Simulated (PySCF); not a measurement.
# NP (NP): the cost of one run

Computed with PySCF 2.14.0 and routines of our own; the level stands in each step. Atoms count from 0.

### Step 1. The starting structure

2 atoms, charge 0, multiplicity 1; geometry from: GFN2-xTB.

### Step 2. Relaxing the molecule at PBE/def2-TZVP

Job settings and geometry (Å):

```
{"job": {"xc": "PBE", "basis": "def2-TZVP", "grid": 1, "kind": "geom"}, "charge": 0, "multiplicity": 1}
N      0.730558    -0.002962    -0.002757
P     -0.727801     0.004230    -0.011391
```

Started as:

```
$ OMP_NUM_THREADS=1 python excited_run.py task.json out
```

The driver reads the jobs from task.json and runs them one after another.

**Question.** How long does this first job take on 1 thread of Arm Neoverse N1, shared host, and how much memory does it need?

About 4.8 s, with a peak of 0.28 GiB.
